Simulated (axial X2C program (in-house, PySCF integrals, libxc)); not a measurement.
## Si₂⁺: properties at the nuclei

Computed with an axial X2C code built on PySCF integrals: two-component X2C with atomic mean-field Coulomb and Gaunt terms, Gaussian nuclei, basis Si dyall-v3z with contracted cores.

R = 2.286 Å (near the PBE0 minimum at charge 1 of the determinant lowest at the starting distance; the state shown can have its own minimum elsewhere).

Determinant lowest in the PBE0 search, Ω = 3/2 (⟨Sz⟩ = 1.50, ⟨Lz⟩ = 0.00 at PBE0), spin on the atoms Si 0.75, Si 0.75:

```json
{"level": "PBE0", "A∥/gI Si (MHz)": "-7.12", "qzz Si (a.u.)": "-0.66"}
{"level": "HF", "A∥/gI Si (MHz)": "-48.8", "qzz Si (a.u.)": "-0.72"}
{"level": "PBE50", "A∥/gI Si (MHz)": "-17.7", "qzz Si (a.u.)": "-0.68"}
{"level": "BP86", "A∥/gI Si (MHz)": "16.8", "qzz Si (a.u.)": "-0.65"}
{"level": "BHandHLYP", "A∥/gI Si (MHz)": "1.93", "qzz Si (a.u.)": "-0.69"}
```

Determinant 0.91 eV from it at PBE0 and this distance, Ω = 1/2 (⟨Sz⟩ = -0.50, ⟨Lz⟩ = 1.00 at PBE0), spin on the atoms Si -0.25, Si -0.25:

```tsv
level	A∥/gI Si (MHz)	qzz Si (a.u.)
PBE0	305	-2.42
HF	275	-2.49
PBE50	292	-2.43
BP86	314	-2.42
BHandHLYP	282	-2.49
```

A∥ (defined per Ω) follows by multiplying with gI = μI/(I μN); qzz is the electric field gradient, eQq0 = 234.96 MHz × Q/barn × qzz. The operators were transformed with the bare-nucleus X2C matrices; with these basis sets, hyperfine constants and field gradients can be off by tens of per cent, and where levels differ in sign neither size nor sign is settled.

Each state is one determinant with collinear spin, which with several unpaired electrons need not be a pure state. Unrestricted Hartree–Fock can overshoot spin polarisation at the nuclei. This is the top spin component of a Σ state; components of lower Ω are not single determinants and can lie lower. With several open shells hyperfine constants can be off by a factor of several. States lie within half an eV, so the first need not be the ground state. Further determinants of the search, some of them spin-mixed, are not shown. Where a field gradient or hyperfine factor spreads by more than a factor of two over the levels, a constant derived from it is not to be relied on. PBE0 term energies can be off by some tenths of an eV.
